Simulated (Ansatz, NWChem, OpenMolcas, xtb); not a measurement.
## A ladder of methods for NO+ (nitrosonium)

The species is NO+ (2 atoms), meant as a singlet with charge +1. As SMILES, `N#[O+]`. Geometry: the measured bond length.

```tsv
atom	x (Å)	y (Å)	z (Å)
N	0.0000	0.0000	0.0000
O	0.0000	0.0000	1.0632
```

Quantity: the energy change with the N1–O2 bond stretched from 1.063 to 1.223 Å, in eV. The values are calculated.

| level | kind | program | value (eV) | CPU time (all runs) |
| --- | --- | --- | --- | --- |
| GFN-FF | force field | xtb | -0.54 | under 2 s |
| HF/aug-cc-pVTZ (restricted) | Hartree–Fock | Ansatz | 2.58 | 1.9 s |
| BLYP/aug-cc-pVTZ (restricted) | GGA | OpenMolcas | 1.16 | 32 s |
| M06-L/aug-cc-pVTZ (restricted) | meta-GGA | NWChem | 1.46 | 25 s |
| PBE0/aug-cc-pVTZ (restricted) | global hybrid | OpenMolcas | 1.65 | 31 s |
| r2SCAN0/aug-cc-pVTZ (restricted) | hybrid meta-GGA | Ansatz | 1.80 | 5.5 s |
| HSE06/aug-cc-pVTZ (restricted) | range-separated hybrid | Ansatz | 1.64 | 3.5 s |
| RPA@PBE0/aug-cc-pVTZ (restricted) | RPA | Ansatz | 1.29 | 5.3 s |
| MP2/aug-cc-pVTZ (restricted) | perturbation theory | OpenMolcas | 0.81 | 9.1 s |
| CCSD/aug-cc-pVTZ (restricted) | coupled cluster or CI | Ansatz | 1.48 | 5.8 s |

The first shape isn't each level's own minimum. The values span -0.54 to 2.58 eV. Times are those of the runs behind each value, whatever else they computed, on shared processors of several kinds: orders of magnitude only.
